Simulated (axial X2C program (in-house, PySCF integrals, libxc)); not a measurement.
# All-electron X2C curves of B₂⁻

What are the state, bond length, wavenumber and bond energy of B₂⁻, and what does spin–orbit coupling change?

The runs use an in-house X2C program for linear molecules on PySCF integrals; all-electron X2C, B dyall-av3z.

All values are calculated.

### Step 1. The job

The input, task.json:

```json
{
 "zs": [
  5,
  5
 ],
 "q": -1,
 "bas": [
  "dyall-av3z",
  "dyall-av3z"
 ],
 "levels": [
  "PBE0",
  "HF",
  "PBEsol"
 ],
 "cc": true,
 "r0": 1.7,
 "thr": -2.0,
 "nmax": 90,
 "npts": 10,
 "nst": 2,
 "ntry": 6
}
```

Keys: zs atomic numbers; q charge; bas basis sets; levels methods (HF also brings MP2); cc coupled cluster on or off; r0 starting distance in Å; thr threshold in hartree for freezing inner shells (an s shell follows its p shell); nmax most natural virtual spinors; npts points asked for on the curve; nst determinants followed; ntry starts of the search.

Run with:

```sh
python so2c.py task.json out
```

Spin-free means the one-electron spin-free X2C Hamiltonian; two-component (2c) means X2C with spin–orbit coupling and atomic mean-field two-electron Coulomb and Gaunt terms. Basis: B dyall-av3z contracted to [8s7p3d2f]; Gaussian nuclei, density fitting. Masses: B 11.009 u.

Notation: σ, π±, δ± give the projection m of an orbital's angular momentum (0, ±1, ±2), α and β its spin, Λ and M_S the sums; ω is the projection of a spinor's total angular momentum and Ω the sum. Logs are in hartree.

The results follow Hamiltonian by Hamiltonian and level by level.

### Step 2. Which state to follow

PBE0 moves the distance from 1.700 Å to 1.623 Å and compares determinants there.

Spin-free determinants:

| ΔE (eV) | state | open shells |
| --- | --- | --- |
| 0.00 | M_S = 3/2, Λ = 0 | beyond closed shells: σα, π+α, π-α |
| 0.26 | M_S = 1/2, Λ = 0 | beyond closed shells: σβ, π+α, π-α |
| 0.84 | M_S = 1/2, Λ = 2 | beyond closed shells: σα, π+α, π+β |
| 0.84 | M_S = 1/2, Λ = 0 | beyond closed shells: σα, π+α, π-β |
| 1.05 | M_S = 1/2, Λ = 1 | beyond closed shells: π+α, π+β, π-α |
| 1.32 | M_S = 3/2, Λ = 1 | beyond closed shells: 2 × σα, π+α, π+β, π-α |
| 1.39 | M_S = 1/2, Λ = 1 | beyond closed shells: π+α |

Two-component determinants:

```
ΔE (eV)    state                                  open shells
   0.00  Ω = 3/2                excess of +ω over −ω: ω = 3/2
   0.26  Ω = 1/2  excess of +ω over −ω: 2 × ω = -1/2, ω = 3/2
   0.84  Ω = 1/2                excess of +ω over −ω: ω = 1/2
   0.84  Ω = 5/2   excess of +ω over −ω: 2 × ω = 1/2, ω = 3/2
   0.84  Ω = 1/2                excess of +ω over −ω: ω = 1/2
   2.65  Ω = 7/2   excess of +ω over −ω: ω = 1/2, 2 × ω = 3/2
   2.98  Ω = 5/2  excess of +ω over −ω: ω = -1/2, 2 × ω = 3/2
```

### Step 3. PBE0, spin-free

State followed: M_S = 3/2, Λ = 0 (beyond closed shells: σα, π+α, π-α). The scan is laid around 1.623 Å, a first estimate of the minimum, and this SCF restarts from the orbitals of the search.

Output at 1.623 Å:

```text
spin-free X2C-1e  PBE0
basis functions 116  fitting functions 630  grid points 4351
iter        total energy     max residual
   1        -49.442273890     7.26e-06
   2        -49.442273891     3.04e-06
converged
one-electron -83.69208768  Coulomb 34.11487531  exact exchange -1.93905114  xc functional -6.07723052  nuclear repulsion 8.15122013
```

Along the bond, energies from the lowest point:

| R (Å) | E (eV) | HOMO (eV) | LUMO (eV) | iterations |
| --- | --- | --- | --- | --- |
| 1.412 | 0.6421 | 0.22 | 2.62 | 12 |
| 1.477 | 0.2728 | 0.04 | 2.61 | 12 |
| 1.526 | 0.1102 | -0.10 | 2.60 | 11 |
| 1.574 | 0.0244 | -0.23 | 2.59 | 11 |
| 1.623 | 0.0000 | -0.28 | 2.58 | 2 |
| 1.680 | 0.0320 | -0.30 | 2.57 | 11 |
| 1.737 | 0.1135 | -0.31 | 2.56 | 11 |
| 1.810 | 0.2701 | -0.27 | 2.55 | 10 |
| 1.899 | 0.5128 | -0.15 | 2.53 | 11 |
| 2.029 | 0.9149 | -0.02 | 2.50 | 12 |

Outer orbitals at the reference distance:

| symmetry | occupied | ε (eV) | atomic character |
| --- | --- | --- | --- |
| σα | yes | -8.92 | 69% B s, 26% B p, 4% B d |
| σβ | yes | -6.43 | 71% B s, 24% B p, 4% B d |
| σα | yes | -2.53 | 55% B p, 35% B s, 7% B d |
| π+α | yes | -0.58 | 91% B p, 6% B d |
| π-α | yes | -0.58 | 91% B p, 6% B d |
| σβ | yes | -0.37 | 58% B p, 33% B s, 7% B d |
| σα | yes | -0.28 | 66% B p, 28% B s, 5% B d |
| σα | no | 2.58 | 90% B p, 9% B s |
| σβ | no | 2.69 | 88% B p, 12% B s |
| σβ | no | 2.74 | 51% B s, 43% B p, 5% B d |
| π-β | no | 2.82 | 97% B p |

PBE0 fields in the half plane through the axis: z from -2.4 to 3.9 Å across, distance from the axis 0.15 to 2.25 Å upwards; B lies at z = 0 and B at z = 1.623 Å; the ELF is damped to zero where the density is low.

log10 density (e/bohr³). Ten even steps from '0' (-3.95 ) to '9' (0.66 ):
```
0001111122222221111000
0011222222222222221110
0112233333333333322211
1122334444444444333211
1223344555555554443221
1233455555555555544322
1234456666666666554322
2234556797666986654332
```

ELF. Ten even steps from ' ' (0.01 ) to '@' (1.00 ):
```
      ....::::::::::......::::::::::..      
    ..--========----::::----========--::..  
  ::==****##****++====--====++**####**++--..
..==**%%%%%%%%##**++++++++**####%%%%%%##++::
--**%%@@@@@@%%%%##****##**####%%@@@@@@%%##==
==##@@@@@@@@@@%%**##%%%%##**##@@@@@@@@@@%%**
++%%@@@@@@@@@@--  ::%%@@**    %%@@@@@@@@%%##
**%%@@@@@@@@%%..@@  %%@@..@@%%::@@@@@@@@@@##
```

Re = 1.621 Å, ωe = 1007 cm⁻¹, ωexe = 7.96 cm⁻¹, Be = 1.165 cm⁻¹, De = 4.65 eV.

### Step 4. HF, spin-free

The SCF at the reference distance of 1.623 Å:

```text
spin-free X2C-1e  HF
basis functions 116  fitting functions 630  grid points 4351
iter        total energy     max residual
   1        -49.182196778     7.04e-02
   2        -49.189519250     5.70e-03
   3        -49.190248763     2.60e-03
   4        -49.190461391     1.28e-03
   5        -49.190534653     4.57e-04
   6        -49.190547067     2.34e-04
   7        -49.190551108     1.06e-04
   8        -49.190551791     4.31e-05
   9        -49.190551847     1.22e-05
  10        -49.190551850     4.30e-06
  11        -49.190551850     1.80e-06
converged
one-electron -83.53010786  Coulomb 33.95886937  exact exchange -7.77053349  xc functional 0.00000000  nuclear repulsion 8.15122013
```

Re = 1.613 Å, ωe = 1015 cm⁻¹, ωexe = 7.95 cm⁻¹, Be = 1.177 cm⁻¹, De = 3.32 eV.

### Step 5. PBEsol, spin-free

Output at 1.623 Å:

```text
spin-free X2C-1e  PBEsol
basis functions 116  fitting functions 630  grid points 4351
iter        total energy     max residual
   1        -49.175127086     2.26e-02
   2        -49.176598005     3.01e-03
   3        -49.176590360     2.81e-03
   4        -49.176664141     8.64e-04
   5        -49.176671010     2.38e-04
   6        -49.176670729     3.22e-04
   7        -49.176671424     1.30e-05
   8        -49.176671427     1.61e-06
   9        -49.176671427     1.21e-07
converged
one-electron -83.63597249  Coulomb 34.03064282  exact exchange 0.00000000  xc functional -7.72256189  nuclear repulsion 8.15122013
```

Re = 1.630 Å, ωe = 984 cm⁻¹, ωexe = 8.08 cm⁻¹, Be = 1.152 cm⁻¹, De = 5.03 eV.

### Step 6. Correlated methods, spin-free

Correlated methods: 7 electrons correlated (frozen shells, counted by type: B 1 s), 217 virtual spinors in MP2, 90 natural virtuals in coupled cluster.

Output of the correlated part at 1.623 Å:

```text
correlated 7  virtual 217  natural virtual 90  E(MP2) -0.159454374  MP2 remainder -0.004866541
iter   CCSD correlation   residual
   1     -0.169181704   1.29e-01
   2     -0.177251670   5.95e-02
   3     -0.178269512   2.22e-02
   4     -0.178650246   9.32e-03
   5     -0.178650177   2.62e-03
   6     -0.178658254   8.23e-04
   7     -0.178663632   2.48e-04
   8     -0.178662812   8.63e-05
   9     -0.178662813   3.26e-05
  10     -0.178662912   1.01e-05
  11     -0.178663037   3.28e-06
  12     -0.178663075   1.38e-06
  13     -0.178663099   6.15e-07
  14     -0.178663102   2.37e-07
(T) -0.012564428  T1 0.0388  D1 0.0709  max T2 0.109
```

T1 in the output is the amplitude norm over the root of the electron number; divide by √2 for the Lee–Taylor value.

MP2: Re = 1.627 Å, ωe = 1054 cm⁻¹, Be = 1.157 cm⁻¹, De = 4.65 eV.

CCSD: Re = 1.629 Å, ωe = 1007 cm⁻¹, ωexe = 7.72 cm⁻¹, Be = 1.154 cm⁻¹, De = 4.26 eV. T1 at Re = 0.027 (Lee–Taylor, the printed value over √2).

CCSD(T): Re = 1.635 Å, ωe = 997 cm⁻¹, ωexe = 7.71 cm⁻¹, Be = 1.146 cm⁻¹, De = 4.47 eV. T1 at Re = 0.027 (Lee–Taylor, the printed value over √2).

### Step 7. A higher determinant, spin-free

State: M_S = 1/2, Λ = 0 (beyond closed shells: σβ, π+α, π-α).

Output at the reference distance:

```text
spin-free X2C-1e  PBE0
basis functions 116  fitting functions 630  grid points 4351
iter        total energy     max residual
   1        -49.432879002     4.43e-06
   2        -49.432879004     2.43e-06
converged
one-electron -83.66193532  Coulomb 34.08816827  exact exchange -1.93668806  xc functional -6.07364402  nuclear repulsion 8.15122013
```

| R (Å) | E above the lowest PBE0 point (eV) |
| --- | --- |
| 1.412 | 0.942 |
| 1.477 | 0.557 |
| 1.526 | 0.384 |
| 1.574 | 0.289 |
| 1.623 | 0.256 |
| 1.680 | 0.278 |
| 1.737 | 0.352 |
| 1.810 | 0.499 |
| 1.899 | 0.734 |

Re = 1.630 Å, ωe = 995 cm⁻¹, ωexe = 7.69 cm⁻¹, Be = 1.153 cm⁻¹. ⟨S²⟩ = 1.77 against 0.75 for a pure state, so this determinant mixes spins. Te = 0.26 eV.

### Step 8. The spin-free curves together

Energy (eV) of the followed determinant, spin-free, from each level's lowest point:

| R (Å) | PBE0 | HF | MP2 | CCSD | CCSD(T) | PBEsol |
| --- | --- | --- | --- | --- | --- | --- |
| 1.412 | 0.642 | 0.586 | 0.780 | n/a | n/a | 0.677 |
| 1.477 | 0.273 | 0.240 | 0.328 | 0.307 | 0.328 | 0.298 |
| 1.526 | 0.110 | 0.091 | 0.136 | 0.130 | 0.143 | 0.127 |
| 1.574 | 0.024 | 0.016 | 0.033 | 0.033 | 0.039 | 0.033 |
| 1.623 | 0.000 | 0.000 | 0.000 | 0.000 | 0.000 | 0.000 |
| 1.680 | 0.032 | 0.041 | 0.029 | 0.024 | 0.017 | 0.022 |
| 1.737 | 0.113 | 0.130 | 0.114 | 0.100 | 0.087 | 0.093 |
| 1.810 | 0.270 | 0.295 | 0.282 | 0.251 | 0.231 | 0.236 |
| 1.899 | 0.513 | 0.548 | 0.545 | n/a | n/a | 0.462 |
| 2.029 | 0.915 | 0.964 | 0.984 | n/a | n/a | 0.841 |

### Step 9. PBE0, 2c

State followed: Ω = 3/2 (excess of +ω over −ω: ω = 3/2). The scan is laid around 1.623 Å, a first estimate of the minimum, and this SCF restarts from the orbitals of the search.

Output at 1.623 Å:

```text
two-component X2C + atomic mean field  PBE0
basis functions 116  fitting functions 630  grid points 4351
iter        total energy     max residual
   1        -49.440716316     2.48e-05
   2        -49.440716316     2.04e-05
   3        -49.440716321     9.70e-06
   4        -49.440716322     7.84e-07
converged
one-electron -83.68811075  Coulomb 34.11363705  exact exchange -1.93896541  xc functional -6.07696541  nuclear repulsion 8.15122013  atomic mean-field constant -0.00153193
```

Along the bond, energies from the lowest point:

| R (Å) | E (eV) | HOMO (eV) | LUMO (eV) | iterations |
| --- | --- | --- | --- | --- |
| 1.412 | 0.6423 | 0.22 | 2.65 | 11 |
| 1.477 | 0.2729 | 0.04 | 2.63 | 12 |
| 1.526 | 0.1102 | -0.10 | 2.62 | 12 |
| 1.574 | 0.0245 | -0.23 | 2.61 | 11 |
| 1.623 | 0.0000 | -0.28 | 2.60 | 4 |
| 1.680 | 0.0319 | -0.29 | 2.59 | 11 |
| 1.737 | 0.1134 | -0.31 | 2.58 | 10 |
| 1.810 | 0.2700 | -0.27 | 2.56 | 11 |
| 1.899 | 0.5127 | -0.15 | 2.54 | 11 |
| 2.029 | 0.9147 | -0.02 | 2.52 | 11 |

Outer spinors at the reference distance:

| ω | occupied | ε (eV) | atomic character | λ mixture |
| --- | --- | --- | --- | --- |
| 1/2 | yes | -8.92 | 69% B s, 26% B p, 4% B d | 100% σ |
| -1/2 | yes | -6.43 | 71% B s, 24% B p, 4% B d | 100% σ |
| 1/2 | yes | -2.53 | 55% B p, 35% B s, 7% B d | 100% σ |
| -1/2 | yes | -0.58 | 91% B p, 6% B d | 100% π |
| 3/2 | yes | -0.58 | 91% B p, 6% B d | 100% π |
| -1/2 | yes | -0.37 | 58% B p, 33% B s, 7% B d | 100% σ |
| 1/2 | yes | -0.28 | 66% B p, 28% B s, 5% B d | 100% σ |
| 1/2 | no | 2.60 | 91% B p, 8% B s | 100% σ |
| -1/2 | no | 2.72 | 89% B p, 10% B s | 100% σ |
| -1/2 | no | 2.74 | 51% B s, 43% B p, 5% B d | 100% σ |
| 1/2 | no | 2.81 | 97% B p | 100% π |

PBE0 fields in the half plane through the axis: z from -2.4 to 3.9 Å across, distance from the axis 0.15 to 2.25 Å upwards; B lies at z = 0 and B at z = 1.623 Å; the ELF is damped to zero where the density is low.

log10 density (e/bohr³). Ten even steps from ' ' (-3.95 ) to '@' (0.66 ):
```
      ..........::::::::::::::........      
    ....::::::::::::::::::::::::::::......  
  ....::::------------------------::::::....
....::::----====================------::....
..::::----====++++++++++++++++======--::::..
..::----==++++++++++++++++++++++++====--::::
..::--====++********************++++==--::::
::::--==++++**##@@##******@@%%****++==----::
```

ELF. Ten even steps from '0' (0.01 ) to '9' (1.00 ):
```
0001122222111222221000
0013444433223344443210
0246676654434456776531
1468888765555677888752
3689998876676778999874
4799999867887679999986
5899999302896008999987
6899998190891982999997
```

Re = 1.621 Å, ωe = 1007 cm⁻¹, ωexe = 7.96 cm⁻¹, Be = 1.165 cm⁻¹, De = 4.65 eV.

### Step 10. HF, 2c

The SCF at the reference distance of 1.623 Å:

```text
two-component X2C + atomic mean field  HF
basis functions 116  fitting functions 630  grid points 4351
iter        total energy     max residual
   1        -49.180647128     7.03e-02
   2        -49.187968582     5.70e-03
   3        -49.188698125     2.60e-03
   4        -49.188910791     1.28e-03
   5        -49.188984055     4.57e-04
   6        -49.188996469     2.34e-04
   7        -49.189000509     1.06e-04
   8        -49.189001193     4.30e-05
   9        -49.189001249     1.15e-05
  10        -49.189001252     2.99e-06
  11        -49.189001252     1.31e-06
converged
one-electron -83.52618915  Coulomb 33.95769610  exact exchange -7.77019640  xc functional 0.00000000  nuclear repulsion 8.15122013  atomic mean-field constant -0.00153193
```

Re = 1.613 Å, ωe = 1015 cm⁻¹, ωexe = 7.94 cm⁻¹, Be = 1.177 cm⁻¹, De = 3.32 eV.

### Step 11. PBEsol, 2c

Output at 1.623 Å:

```text
two-component X2C + atomic mean field  PBEsol
basis functions 116  fitting functions 630  grid points 4351
iter        total energy     max residual
   1        -49.173580628     2.26e-02
   2        -49.175051245     3.01e-03
   3        -49.175043593     2.81e-03
   4        -49.175117453     8.64e-04
   5        -49.175124634     8.28e-05
   6        -49.175124548     1.45e-04
   7        -49.175124668     5.70e-05
   8        -49.175124692     1.61e-06
   9        -49.175124692     1.22e-07
converged
one-electron -83.63198865  Coulomb 34.02939766  exact exchange 0.00000000  xc functional -7.72222191  nuclear repulsion 8.15122013  atomic mean-field constant -0.00153193
```

Re = 1.630 Å, ωe = 984 cm⁻¹, ωexe = 8.08 cm⁻¹, Be = 1.152 cm⁻¹, De = 5.03 eV.

### Step 12. Correlated methods, 2c

Correlated methods: 7 electrons correlated (frozen shells, counted by type: B 1 s), 217 virtual spinors in MP2, 90 natural virtuals in coupled cluster.

Output of the correlated part at 1.623 Å:

```text
correlated 7  virtual 217  natural virtual 90  E(MP2) -0.159446069  MP2 remainder -0.004865545
iter   CCSD correlation   residual
   1     -0.169174764   1.29e-01
   2     -0.177244135   5.95e-02
   3     -0.178261702   2.22e-02
   4     -0.178642390   9.32e-03
   5     -0.178642320   2.62e-03
   6     -0.178650397   8.23e-04
   7     -0.178655778   2.48e-04
   8     -0.178654958   8.64e-05
   9     -0.178654959   3.27e-05
  10     -0.178655058   1.01e-05
  11     -0.178655183   3.28e-06
  12     -0.178655221   1.38e-06
  13     -0.178655245   6.14e-07
  14     -0.178655248   2.35e-07
(T) -0.012563083  T1 0.0388  D1 0.0709  max T2 0.109
```

MP2: Re = 1.627 Å, ωe = 1054 cm⁻¹, Be = 1.157 cm⁻¹, De = 4.65 eV.

CCSD: Re = 1.629 Å, ωe = 1007 cm⁻¹, ωexe = 7.46 cm⁻¹, Be = 1.154 cm⁻¹, De = 4.26 eV. T1 at Re = 0.027 (Lee–Taylor, the printed value over √2).

CCSD(T): Re = 1.635 Å, ωe = 997 cm⁻¹, ωexe = 7.58 cm⁻¹, Be = 1.146 cm⁻¹, De = 4.47 eV. T1 at Re = 0.027 (Lee–Taylor, the printed value over √2).

### Step 13. A higher determinant, 2c

State: Ω = 1/2 (excess of +ω over −ω: 2 × ω = -1/2, ω = 3/2).

Output at the reference distance:

```text
two-component X2C + atomic mean field  PBE0
basis functions 116  fitting functions 630  grid points 4351
iter        total energy     max residual
   1        -49.431322141     2.36e-05
   2        -49.431322143     1.79e-05
converged
one-electron -83.65762370  Coulomb 34.08654534  exact exchange -1.93659107  xc functional -6.07334092  nuclear repulsion 8.15122013  atomic mean-field constant -0.00153193
```

| R (Å) | E above the lowest PBE0 point (eV) |
| --- | --- |
| 1.412 | 0.942 |
| 1.477 | 0.558 |
| 1.526 | 0.384 |
| 1.574 | 0.289 |
| 1.623 | 0.256 |
| 1.680 | 0.278 |
| 1.737 | 0.352 |
| 1.810 | 0.499 |
| 1.899 | 0.734 |

Re = 1.630 Å, ωe = 995 cm⁻¹, ωexe = 7.69 cm⁻¹, Be = 1.153 cm⁻¹. Te = 0.26 eV.

### Step 14. The 2c curves together

Energy (eV) of the followed determinant, 2c, from each level's lowest point:

| R (Å) | PBE0 | HF | MP2 | CCSD | CCSD(T) | PBEsol |
| --- | --- | --- | --- | --- | --- | --- |
| 1.412 | 0.642 | 0.586 | 0.780 | n/a | n/a | 0.677 |
| 1.477 | 0.273 | 0.241 | 0.328 | 0.308 | 0.328 | 0.298 |
| 1.526 | 0.110 | 0.091 | 0.136 | 0.130 | 0.143 | 0.127 |
| 1.574 | 0.024 | 0.016 | 0.033 | 0.033 | 0.040 | 0.033 |
| 1.623 | 0.000 | 0.000 | 0.000 | 0.000 | 0.000 | 0.000 |
| 1.680 | 0.032 | 0.041 | 0.029 | 0.024 | 0.017 | 0.022 |
| 1.737 | 0.113 | 0.130 | 0.114 | 0.100 | 0.087 | 0.093 |
| 1.810 | 0.270 | 0.295 | 0.281 | 0.251 | 0.231 | 0.236 |
| 1.899 | 0.513 | 0.547 | 0.545 | n/a | n/a | 0.462 |
| 2.029 | 0.915 | 0.964 | 0.984 | n/a | n/a | 0.841 |

The whole job took 45 s on 1 thread of Arm Neoverse V2, shared host.

### Step 15. Results

Lowest determinant that the search found at its distance, spin-free: M_S = 3/2, Λ = 0 (beyond closed shells: σα, π+α, π-α).

Lowest determinant that the search found at its distance, 2c: Ω = 3/2 (excess of +ω over −ω: ω = 3/2).

| Hamiltonian | level | Re (Å) | ωe (cm⁻¹) | De (eV) |
| --- | --- | --- | --- | --- |
| spin-free | PBE0 | 1.621 | 1007 | 4.65 |
| spin-free | HF | 1.613 | 1015 | 3.32 |
| spin-free | MP2 | 1.627 | 1054 | 4.65 |
| spin-free | CCSD | 1.629 | 1007 | 4.26 |
| spin-free | CCSD(T) | 1.635 | 997 | 4.47 |
| spin-free | PBEsol | 1.630 | 984 | 5.03 |
| 2c | PBE0 | 1.621 | 1007 | 4.65 |
| 2c | HF | 1.613 | 1015 | 3.32 |
| 2c | MP2 | 1.627 | 1054 | 4.65 |
| 2c | CCSD | 1.629 | 1007 | 4.26 |
| 2c | CCSD(T) | 1.635 | 997 | 4.47 |
| 2c | PBEsol | 1.630 | 984 | 5.03 |

Time per point (s) on 1 thread of Arm Neoverse V2, shared host (2c runs; CCSD comes with the CCSD(T) run); the times are rough: PBE0 0.18, HF 0.08, MP2 0.14, CCSD(T) 1.8, PBEsol 0.14.

**Reading.** At CCSD(T), going from spin-free to two-component changes Re by 0 mÅ, ωe by 0.0 %; the spin-free picture holds up (part of it comes from the scalar share of the two-electron terms). De moves by 0.00 eV; both De rest on single-determinant atoms, which can miss part of an open shell's spin–orbit lowering.

De refers to B- + B, each in the lowest determinant found, which need not be this curve's own limit. The state is a single determinant with fixed occupations, the lowest that a limited PBE0 search found. De is counted from the lowest determinant-based energies of the atoms at the same level, without counterpoise correction. Density functionals use the spin component along the axis (collinear). Coupled cluster ran in a truncated set of natural virtual spinors; the MP2 energy of the rest was added. With several unpaired electrons one determinant need not be a pure state. The spin-free determinant is spin-contaminated at some levels, which hurts MP2 most. T1 at Re is 0.027 (Lee–Taylor), above the customary mark of 0.02.
